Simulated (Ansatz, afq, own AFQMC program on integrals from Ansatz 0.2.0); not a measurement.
**Atomization energy of SiH, doublet, worked out**

```xyz
2

Si    0.0000    0.0000    0.0000
H     0.0000    0.0000    1.5317
```

Basis cc-pVTZ. Only valence electrons are correlated. Integrals, coupled cluster, full CI and functionals: Ansatz 0.2.0; the random walks run on the same integrals in our own AFQMC program. The CISD trial takes its coefficients from CCSD amplitudes. Released means that phaseless walkers are propagated on without the constraint, phases kept. Uncertainties: one standard error, sampling alone.

Total energies in eV. CBS is CCSD(T) at the limit of def2-TZVPP/QZVPP (extrapolated itself); the highest rung of each member is named.

Cautions: SiH (doublet): the determinant is a saddle point among determinants of its kind.

| member | count | CCSD(T)/cc-pVTZ | highest rung in cc-pVTZ | which | CCSD(T)/CBS |
| --- | --- | --- | --- | --- | --- |
| Si (triplet) | +1 | -7862.2708 | -7862.2931 | FCI | -7862.5000 |
| H (doublet) | +1 | -13.6005 | -13.6005 | FCI | -13.6059 |
| SiH, doublet | -1 | -7878.9626 | -7878.9866 | FCI | -7879.3075 |

Q: Work out the best estimate of the atomization energy: the CCSD(T)/CBS difference plus the step from CCSD(T) to the highest rung.

A: Sums with the counts: CCSD(T)/CBS 3.2016 eV, highest rung 3.0930 eV, CCSD(T)/cc-pVTZ 3.0913 eV. The step is 3.0930 − 3.0913 = 0.0017 eV, so the best estimate is 3.2016 + (0.0017) = 3.2033 eV = 309.1 kJ/mol. The basis set is worth 0.110 eV of it. Zero-point, core-correlation and spin–orbit terms aren't in it. Past Ne the Hartree–Fock part of each CBS total tends to overshoot, since the cores don't follow the formula; that largely cancels in the difference.

Best estimates are given only where the step beyond CCSD(T) is under 0.3 eV and no member's determinant is very poor (T1 over 0.05, or 0.07 for open shells, ⟨S²⟩ too high by 0.3, two states mixed), so the hardest cases are missing from such tables.

Each member of a difference takes its own highest rung, so a best estimate needn't equal the limit plus the step of one row.
